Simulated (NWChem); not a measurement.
All runs are NWChem calculations. System: ethanethiol (C$_{2}$H$_{6}$S), charge 0, spin multiplicity 1, at a geometry optimised with PBE0/def2-SVP. Level: PBE/def2-TZVP.

Output (cleaned and shortened):

```
             Northwest Computational Chemistry Package (NWChem) 7.3.0
             --------------------------------------------------------

                                NWChem Input Module
                                -------------------

 Scaling coordinates for geometry "geometry" by  1.889725989
 (inverse scale =  0.529177249)

                             Geometry "geometry" -> ""
                             -------------------------

 Output coordinates in angstroms (scale by  1.889725989 to convert to a.u.)

  No.       Tag          Charge          X              Y              Z
 ---- ---------------- ---------- -------------- -------------- --------------
    1 C                    6.0000    -1.46974800     0.76566900    -0.24963200
    2 C                    6.0000    -0.53865600    -0.41524800    -0.44250400
    3 S                   16.0000     1.06315200    -0.26085000     0.41106400
    4 H                    1.0000    -2.43896400     0.58217200    -0.74152900
    5 H                    1.0000    -1.04427300     1.68436200    -0.68312500
    6 H                    1.0000    -1.65281600     0.95400200     0.81855700
    7 H                    1.0000    -0.97631500    -1.33260100    -0.01814600
    8 H                    1.0000    -0.36065600    -0.61945800    -1.50966900
    9 H                    1.0000     1.51302100     0.80259700    -0.29030300

 Effective nuclear repulsion energy (a.u.)     107.0573940610

            Nuclear Dipole moment (a.u.)
            ----------------------------
        X                 Y               Z
 ---------------- ---------------- ----------------
     0.0000094486     0.0000000000    -0.0000132281


 Summary of "ao basis" -> "" (spherical)
 ------------------------------------------------------------------------------
       Tag                 Description            Shells   Functions and Types
 ---------------- ------------------------------  ------  ---------------------
 *                         def2-tzvp                  on all atoms

  pbe96 is a nonlocal functional; adding pw91lda local functional.

                                 NWChem DFT Module
                                 -----------------

 Summary of "ao basis" -> "ao basis" (spherical)
 ------------------------------------------------------------------------------
       Tag                 Description            Shells   Functions and Types
 ---------------- ------------------------------  ------  ---------------------
 C                         def2-tzvp                11       31   5s3p2d1f
 S                         def2-tzvp                13       37   5s5p2d1f
 H                         def2-tzvp                 4        6   3s1p

 Summary of "ao basis" -> "ao basis" (spherical)
 ------------------------------------------------------------------------------
       Tag                 Description            Shells   Functions and Types
 ---------------- ------------------------------  ------  ---------------------
 C                         def2-tzvp                11       31   5s3p2d1f
 S                         def2-tzvp                13       37   5s5p2d1f
 H                         def2-tzvp                 4        6   3s1p

            General Information
            -------------------
          SCF calculation type: DFT
          Wavefunction type:  closed shell.
          No. of atoms     :     9
          No. of electrons :    34
           Alpha electrons :    17
            Beta electrons :    17
          Charge           :     0
          Spin multiplicity:     1
          Use of symmetry is: off; symmetry adaption is: off
          Maximum number of iterations: 100
          AO basis - number of functions:   135
                     number of shells:    59
          Convergence on energy requested:  1.00D-06
          Convergence on density requested:  1.00D-05
          Convergence on gradient requested:  5.00D-04

              XC Information
              --------------
          PerdewBurkeErnzerhof Exchange Functional  1.000
            Perdew 1991 LDA Correlation Functional  1.000 local
           PerdewBurkeErnz. Correlation Functional  1.000 non-local

             Grid Information
[...]
      -------------------------------
          Density screening/tol_rho:  1.00D-10
          AO Gaussian exp screening on grid/accAOfunc:  14
          CD Gaussian exp screening on grid/accCDfunc:  20
          XC Gaussian exp screening on grid/accXCfunc:  20
          Schwarz screening/accCoul:  1.00D-08

      Superposition of Atomic Density Guess
      -------------------------------------

 Sum of atomic energies:        -475.82101295

      Non-variational initial energy
      ------------------------------

 Total energy =    -477.449123
 1-e energy   =    -865.408079
 2-e energy   =     280.901562
 HOMO         =      -0.381030
 LUMO         =      -0.291036

------------------------------------------------------------
EAF file 0: "./mol.aoints.0" size=524288 bytes
------------------------------------------------------------
               write      read    awrite     aread      wait
               -----      ----    ------     -----      ----
     calls:        1         0         0         0         0
   data(b): 5.24e+05  0.00e+00  0.00e+00  0.00e+00
   time(s): 0.00e+00  0.00e+00  0.00e+00  0.00e+00  0.00e+00
rate(mb/s): 0.00e+00  0.00e+00
------------------------------------------------------------

   convergence    iter        energy       DeltaE   RMS-Dens  Diis-err    time
 ---------------- ----- ----------------- --------- --------- ---------  ------
 d= 0,ls=0.0,diis     1   -474.5913506160 -5.82D+02  7.68D+00  1.16D+01     5.6
 d= 0,ls=0.0,diis     2   -477.1825815173 -2.59D+00  3.59D-02  3.94D+00     7.3
 d= 0,ls=0.0,diis     3   -477.4330885284 -2.51D-01  3.03D-02  2.32D+00     8.6
 d= 0,ls=0.0,diis     4   -477.7528670241 -3.20D-01  2.05D-03  9.92D-02     9.9
 d= 0,ls=0.0,diis     5   -477.7571500198 -4.28D-03  1.02D-03  6.70D-02    11.4
  Resetting Diis
 d= 0,ls=0.0,diis     6   -477.7656254389 -8.48D-03  2.44D-04  1.74D-03    12.8
 d= 0,ls=0.0,diis     7   -477.7658694979 -2.44D-04  9.48D-05  7.18D-05    14.1
 d= 0,ls=0.0,diis     8   -477.7658564489  1.30D-05  5.65D-05  1.74D-04    15.4
 d= 0,ls=0.0,diis     9   -477.7658794757 -2.30D-05  6.64D-06  9.77D-07    16.8
 d= 0,ls=0.0,diis    10   -477.7658795834 -1.08D-07  2.22D-06  3.00D-07    18.1

         Total DFT energy =     -477.765879583376
      One electron energy =     -868.803759058158
           Coulomb energy =      322.452918713994
    Exchange-Corr. energy =      -38.472433300250
 Nuclear repulsion energy =      107.057394061038

 Numeric. integr. density =       33.999995865998

     Total iterative time =     17.4s

                       DFT Final Molecular Orbital Analysis
                       ------------------------------------

 Vector   15  Occ=2.000000D+00  E=-3.133996D-01
              MO Center= -8.0D-01,  2.0D-01, -3.0D-01, r^2= 2.8D+00
   Bfn.  Coefficient  Atom+Function         Bfn.  Coefficient  Atom+Function
  ----- ------------  ---------------      ----- ------------  ---------------
   119      0.194635  7 H  s                107      0.189431  5 H  s
    38     -0.153584  2 C  py                 7      0.152158  1 C  py
    37     -0.141770  2 C  px                 6      0.133713  1 C  px
   118      0.132393  7 H  s                 77      0.131199  3 S  px
   106      0.130107  5 H  s                120      0.114743  7 H  s

 Vector   16  Occ=2.000000D+00  E=-2.863743D-01
              MO Center=  3.9D-01, -1.7D-01,  1.7D-01, r^2= 3.2D+00
   Bfn.  Coefficient  Atom+Function         Bfn.  Coefficient  Atom+Function
  ----- ------------  ---------------      ----- ------------  ---------------
    79      0.267773  3 S  pz                77      0.213088  3 S  px
    67      0.206325  3 S  s                 66      0.197255  3 S  s
    82      0.168099  3 S  pz                39     -0.156694  2 C  pz
    78     -0.154760  3 S  py                80      0.145275  3 S  px
    65     -0.132126  3 S  s                 76      0.127674  3 S  pz

 Vector   17  Occ=2.000000D+00  E=-2.026065D-01
              MO Center=  9.1D-01, -2.1D-01,  3.1D-01, r^2= 2.0D+00
   Bfn.  Coefficient  Atom+Function         Bfn.  Coefficient  Atom+Function
  ----- ------------  ---------------      ----- ------------  ---------------
    79      0.331886  3 S  pz                78      0.309816  3 S  py
    82      0.266073  3 S  pz                81      0.245422  3 S  py
    77     -0.216451  3 S  px                80     -0.175886  3 S  px
    76      0.157602  3 S  pz                75      0.144337  3 S  py
     5     -0.134567  1 C  s                 70     -0.129144  3 S  pz

 Vector   18  Occ=0.000000D+00  E=-1.654673D-02
              MO Center=  6.3D-01,  2.5D-02, -4.8D-02, r^2= 4.6D+00
   Bfn.  Coefficient  Atom+Function         Bfn.  Coefficient  Atom+Function
  ----- ------------  ---------------      ----- ------------  ---------------
    36      1.779857  2 C  s                132     -0.957485  9 H  s
     5      0.758356  1 C  s                126     -0.748183  8 H  s
   120     -0.725219  7 H  s                 80      0.656943  3 S  px
   108     -0.593110  5 H  s                 81      0.589197  3 S  py
   114     -0.476091  6 H  s                 13      0.384999  1 C  py

 Vector   19  Occ=0.000000D+00  E= 2.262650D-02
              MO Center=  9.0D-01,  1.2D-01, -4.9D-03, r^2= 4.4D+00
   Bfn.  Coefficient  Atom+Function         Bfn.  Coefficient  Atom+Function
  ----- ------------  ---------------      ----- ------------  ---------------
    67      1.377590  3 S  s                 36     -1.143088  2 C  s
   132     -0.854647  9 H  s                  5      0.848171  1 C  s
    80     -0.583089  3 S  px                82     -0.560367  3 S  pz
    45     -0.484688  2 C  pz                43     -0.470280  2 C  px
    35     -0.414448  2 C  s                 12      0.335849  1 C  px

 Vector   20  Occ=0.000000D+00  E= 3.442840D-02
              MO Center= -1.4D+00,  2.3D-01, -4.0D-01, r^2= 6.6D+00
   Bfn.  Coefficient  Atom+Function         Bfn.  Coefficient  Atom+Function
  ----- ------------  ---------------      ----- ------------  ---------------
     5      3.778491  1 C  s                102     -1.795749  4 H  s
   108     -1.152188  5 H  s                114     -1.139231  6 H  s
   120     -1.079665  7 H  s                126     -0.826420  8 H  s
    44     -0.805079  2 C  py               132      0.523775  9 H  s
    36      0.349699  2 C  s                 80     -0.328347  3 S  px

 center of mass
 --------------
 x =   0.14904473 y =  -0.06239005 z =   0.07293783

 moments of inertia (a.u.)
 ------------------
         109.436290808251          76.983874509519         -79.809221224969
          76.983874509519         324.579056304670          12.546916333971
         -79.809221224969          12.546916333971         344.813623844122

     Multipole analysis of the density
     ---------------------------------

     L   x y z        total         alpha         beta         nuclear
     -   - - -        -----         -----         ----         -------
     0   0 0 0      0.000000    -17.000000    -17.000000     34.000000

     1   1 0 0     -0.446007     -0.223008     -0.223008      0.000009
     1   0 1 0      0.187147      0.093574      0.093574      0.000000
     1   0 0 1     -0.409240     -0.204613     -0.204613     -0.000013

     2   2 0 0    -20.685122    -92.351839    -92.351839    164.018556
     2   1 1 0      1.696102     22.031575     22.031575    -42.367048
     2   1 0 1     -0.475165    -21.513730    -21.513730     42.552295
     2   0 2 0    -20.398081    -32.572826    -32.572826     44.747572
     2   0 1 1     -0.575049      2.988921      2.988921     -6.552892
     2   0 0 2    -21.036069    -25.342593    -25.342593     29.649117

 Task  times  cpu:       18.1s     wall:       18.1s

 Total times  cpu:       18.2s     wall:       18.2s
```

Question: Write an NWChem input that would produce this output.

Answer: One answer among several that fit: 
```
start mol
memory heap 200 mb stack 900 mb global 1100 mb
geometry units angstroms nocenter noautoz noautosym
  C     -1.469748     0.765669    -0.249632
  C     -0.538656    -0.415248    -0.442504
  S      1.063152    -0.260850     0.411064
  H     -2.438964     0.582172    -0.741529
  H     -1.044273     1.684362    -0.683125
  H     -1.652816     0.954002     0.818557
  H     -0.976315    -1.332601    -0.018146
  H     -0.360656    -0.619458    -1.509669
  H      1.513021     0.802597    -0.290303
end
basis spherical
  * library def2-tzvp
end
dft
  xc xpbe96 cpbe96
  semidirect memsize 60000000 filesize 0
  iterations 100
end
task dft energy
```
